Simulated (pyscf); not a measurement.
Optimised with ωB97X-D3(BJ)/def2-SVP in PySCF. MP2 and CC: frozen core, UHF for open shells. ΔMP2 is the change of the MP2 total energy from the triple- to the quadruple-zeta basis.

**Question.** Estimate by transition-state theory the rate constant of water (H₂O) + HO–SiH₂–F -> HO–SiH₂–OH + hydrogen fluoride (HF) (singlet surface; H–O, F–Si broken, O–Si, F–H formed) at 600 K, with CCSD(T)/def2-TZVPP + ΔMP2(QZVPP) energies (ideal gas, 1 atm, RRHO with modes under 100 cm⁻¹ raised to 100, one conformer, R ln 2 for chiral ones without a mode under 150 cm⁻¹; no tunnelling).

**Answer.** The electronic barrier is 26.2 kcal/mol and the thermal terms add +23.3, so ΔG‡ = 49.5 kcal/mol. With k_BT/h = 1.25e+13 s⁻¹ and RT = 1.192 kcal/mol, and a volume of 8.18e-20 cm³ per molecule at 1 atm, k = 9.9e-25 cm³ molecule⁻¹ s⁻¹. Wigner's tunnelling factor for 574i cm⁻¹ would be 1.08. A shift of 1 kcal/mol in the barrier changes k by a factor 2.3. On the reactant side the descent ends in a complex (not fully relaxed), 4.2 kcal/mol under the separated species and 27.2 kcal/mol under the saddle at ωB97X-D3(BJ)/def2-TZVP. On the product side the descent ends in a bound adduct, 9.5 kcal/mol under the separated species and 22.5 kcal/mol under the saddle at ωB97X-D3(BJ)/def2-TZVP. At ωB97X-D3(BJ)/def2-TZVP the barrier from the zero used here is 22.9 kcal/mol. This is the saddle that the search found; another between the same sides may lie lower. The CCSD(T) − MP2 part came from Ansatz, without density fitting, on the same reference.
